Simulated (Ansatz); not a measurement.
AlGeH₂: competing structures and spins

Ansatz 0.2.0, basis cc-pVDZ; geometries are PBE0/def2-TZVP minima. Wave-function levels freeze the cores with the filled d shells of p-block atoms; HF, MP2 and coupled cluster are restricted for singlets and unrestricted otherwise, restricted open-shell where a d shell is frozen, Kohn–Sham unrestricted where that lies lower. The reference is CCSDT(Q) (coupled cluster only where its series has nearly closed). Semilocal and hybrid functionals correlate all electrons outside any core potential and usually lie nearer their basis limit than the reference, so part of their error here is the reference's basis and frozen-core error; RPA and the MP2 part of double hybrids freeze the same cores as the reference. None of these values is a measured one. Energies are electronic, without zero-point terms. No spin–orbit coupling and no scalar relativity. The set is small: such energies can lie up to about 0.3 eV from the limit, spin gaps mostly less, so near ties and functionals' places can change in larger sets. The species are chosen: bound, without strong static correlation by their natural occupations or amplitudes, and with a ladder that closes on the reference, so errors are smaller than for species at large; levels whose determinant breaks symmetry or spin markedly are left out.

A. doublet; Al–Ge 2.514, Al–H 1.597, angles at Al 119/121°. Coordinates (Å): Ge 0.000 0.000 0.733; Al 0.000 0.000 -1.781; H 0.000 -1.375 -2.594; H 0.000 1.375 -2.594
B. doublet; Al–Ge 2.351, Ge–H 1.728, Al–H 1.597/1.913, angles at Al 46/115/162°, angles at Ge 53°, angles at H 80°. Coordinates (Å): Ge 0.000 0.003 0.673; Al 0.000 -0.073 -1.677; H 0.000 1.355 -0.404; H 0.000 0.374 -3.210
C. doublet; Al–Ge 2.428, Ge–H 1.680, Al–H 1.968, angles at Al 43/65°, angles at Ge 54/78°, angles at H 83°, angles at H 83°. Coordinates (Å): Ge -0.011 0.000 0.664; Al -0.033 0.000 -1.763; H 0.827 -1.053 -0.341; H 0.827 1.053 -0.341

Problem. From bonding and spin, estimate the order of these in energy at CCSDT(Q), each at its own geometry.

Solution. At CCSDT(Q), above the lowest of those listed: C (0.000 eV), B (0.274 eV), A (0.591 eV).

| level | B less C (eV) | A less C (eV) |
| --- | --- | --- |
| CCSDT(Q) | 0.274 | 0.591 |
| HF | 0.018 | -0.135 |
| MP2 | 0.219 | 0.558 |
| CCSD(T) | 0.276 | 0.579 |
| CCSDT | 0.274 | 0.585 |
| PBE | 0.301 | 0.894 |
| PBE0 | 0.296 | 0.781 |
| B3LYP | 0.241 | 0.614 |
| RPA-PBE | 0.268 | 0.531 |

Another form comes out lowest with HF.

The geometries are PBE0's, not this basis's own minima.
